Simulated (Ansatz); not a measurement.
# C3H6 (built from SMILES C[C]C): single points off equilibrium

An exercise on one series of results from a longer session: the logs are not shown, and one member is left open.

Method: single points in def2-TZVPP; program: Ansatz 0.2.0, Gaussian basis.

Correlated methods freeze the cores.

### The starting structure

9 atoms, charge 0, spin multiplicity 1.

Atoms are counted from 1 here; the program's logs count them from 0.

Bond lengths: H1–C2 1.028 Å, H1–C3 1.119 Å, C2–C3 1.288 Å, C2–H6 1.332 Å, C3–C4 1.659 Å, C4–H7 1.147 Å, C4–H9 1.178 Å. Angles: C2–H1–C3 73.6°, H1–C2–C3 56.5°, H1–C2–H6 104.4°, C3–C2–H6 114.5°, H1–C3–C2 49.9°, H1–C3–C4 105.4°, C2–C3–C4 107.0°, C3–C4–H7 120.1°, C3–C4–H9 117.7°, H7–C4–H9 97.3°.

As a file:

```xyz
9

H    -0.52710    0.51160   -0.92590
C     0.48730    0.37140   -1.01120
C    -0.33070   -0.55320   -0.64240
C    -0.32530   -0.57270    1.01620
H     1.22680    1.43340   -0.35430
H     0.71810    0.41450   -2.32210
H     0.23940    0.23800    1.59900
H    -1.64770   -0.63780    1.40040
H     0.15710   -1.50420    1.55180
```

Set-up of the first run:

Input file run/in.yaml:

```yaml
crystal:
  periodic: [false, false, false]
  atoms:
    - {symbol: H, position_ang: [-0.527100, 0.511600, -0.925900]}
    - {symbol: C, position_ang: [0.487300, 0.371400, -1.011200]}
    - {symbol: C, position_ang: [-0.330700, -0.553200, -0.642400]}
    - {symbol: C, position_ang: [-0.325300, -0.572700, 1.016200]}
    - {symbol: H, position_ang: [1.226800, 1.433400, -0.354300]}
    - {symbol: H, position_ang: [0.718100, 0.414500, -2.322100]}
    - {symbol: H, position_ang: [0.239400, 0.238000, 1.599000]}
    - {symbol: H, position_ang: [-1.647700, -0.637800, 1.400400]}
    - {symbol: H, position_ang: [0.157100, -1.504200, 1.551800]}
basis:
  gaussian: {orbitals: def2-TZVPP}
correlation: {method: ccsd_t}
output: {forces: true}
```

The command line of these runs was not kept.

Steps of the session up to this table: CCSD(T)/def2-TZVPP; PBE0-D4/def2-TZVPP; wB97M-V/def2-TZVPP; r2SCAN-D4/def2-TZVPP; PBE-D4/def2-TZVPP; revPBE-D4/def2-TZVPP; SPW92/def2-TZVPP.

One table of the session follows, with a row left open; its other results are not shown here.

```
   method  RMS force component (eV/Å)  angle to CCSD(T) forces (°)  dipole (D)
  CCSD(T)                       3.828                    reference        1.79
  PBE0-D4                           ?                            ?           ?
  wB97M-V                       3.755                          2.6        1.84
r2SCAN-D4                       3.666                          2.8        1.58
   PBE-D4                       3.642                          2.7        1.52
revPBE-D4                       3.645                          3.0        1.50
    SPW92                       3.573                          5.1        1.59
```

Estimate the missing values for PBE0-D4.

The run gave: RMS force component (eV/Å): 3.714; angle to CCSD(T) forces (°): 3.0; dipole (D): 1.72. In the column «RMS force component (eV/Å)» it lies between r2SCAN-D4 (3.666) and wB97M-V (3.755).
